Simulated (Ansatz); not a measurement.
Ansatz (a program for electronic structure) input (CCSD(T)/aug-cc-pV(D+d)Z):
A basis named .json is the Basis Set Exchange file of that set.

Ansatz 0.2 input:
```yaml
crystal:
  periodic: [false, false, false]
  atoms:
    - {symbol: C, position_ang: [0.01324194, 0.81758858, -0.01276392]}
    - {symbol: C, position_ang: [1.51567282, 0.64569034, -0.01856739]}
    - {symbol: Cl, position_ang: [-0.83444090, -0.78203684, 0.01684244]}
    - {symbol: H, position_ang: [-0.33330320, 1.35547911, 0.86643399]}
    - {symbol: H, position_ang: [-0.34328722, 1.32799722, -0.90426753]}
    - {symbol: H, position_ang: [1.99427262, 1.62844639, -0.03651866]}
    - {symbol: H, position_ang: [1.85214717, 0.11523649, 0.87210240]}
    - {symbol: H, position_ang: [1.84217733, 0.08779363, -0.89608378]}
basis:
  gaussian:
    orbitals: aug-cc-pV_D+d_Z.json
magnetization: {spin_polarized: false}
correlation: {method: ccsd_t, electrons: outside_noble_gas}
output: {forces: true}
```

Output:

```
Functional definition: HF
integrals: 0.24 GiB planned
1195 factors; integrals over basis functions are off by at most 7.6e-4 eV
mean field: 0.48 GiB planned
mean field evaluation 1: about -14642.3825 eV, gradient 2.6e1 eV
mean field evaluation 2: about -14642.3985 eV, gradient 2.6e1 eV
mean field evaluation 4: about -14644.2399 eV, gradient 2.6e0 eV
mean field evaluation 8: about -14644.2660 eV, gradient 1.6e-1 eV
mean field evaluation 16: about -14643.9828 eV, gradient 9.4e0 eV
mean field -14644.26610081 eV, -538.1668529647 hartree, gradient 2.0e-6 eV, S^2 0.000000; 0 other end points of the search recorded, 0 dependent functions left out
7 core orbitals not correlated
reference -14644.26610081 eV, -538.1668529647 hartree; 10, 10 occupied and 106, 106 virtual orbitals, 1195 factors
densities: 1.23 GiB planned
second order -12.37636561 eV of doubles, -0.00000000 eV of singles
coupled cluster: 0.68 GiB planned
cycle   1  -13.18559151 eV  change   -8.1e-1 eV  update   7.1e-2
cycle   2  -13.51390213 eV  change   -3.3e-1 eV  update   2.1e-2
cycle   3  -13.56157348 eV  change   -4.8e-2 eV  update   7.4e-3
cycle   4  -13.56151570 eV  change    5.8e-5 eV  update   1.7e-3
cycle   5  -13.56152572 eV  change   -1.0e-5 eV  update   5.0e-4
cycle   6  -13.56157218 eV  change   -4.6e-5 eV  update   1.6e-4
cycle   7  -13.56159806 eV  change   -2.6e-5 eV  update   5.3e-5
cycle   8  -13.56161381 eV  change   -1.6e-5 eV  update   1.9e-5
cycle   9  -13.56161384 eV  change   -3.5e-8 eV  update   7.4e-6
perturbative correction -0.42816468 eV, -0.0157347617 hartree
the calculation of the forces begins
Total energy: -14658.25587933 eV, -538.6809678427 hartree
Atom 0 at     0.013242     0.817589    -0.012764 Å, force    -0.146758    -0.281558     0.005197 eV/Å
Atom 1 at     1.515673     0.645690    -0.018567 Å, force     0.014898    -0.015680     0.000159 eV/Å
Atom 2 at    -0.834441    -0.782037     0.016842 Å, force    -0.017792    -0.099477     0.001644 eV/Å
Atom 3 at    -0.333303     1.355479     0.866434 Å, force    -0.148449     0.238757     0.412446 eV/Å
Atom 4 at    -0.343287     1.327997    -0.904268 Å, force    -0.153132     0.225869    -0.417956 eV/Å
Atom 5 at     1.994273     1.628446    -0.036519 Å, force     0.189741     0.418245    -0.007561 eV/Å
Atom 6 at     1.852147     0.115236     0.872102 Å, force     0.132983    -0.236920     0.399791 eV/Å
Atom 7 at     1.842177     0.087794    -0.896084 Å, force     0.128509    -0.249235    -0.393721 eV/Å
Dipole moment:     0.241281     0.372079    -0.007135 e Å
```
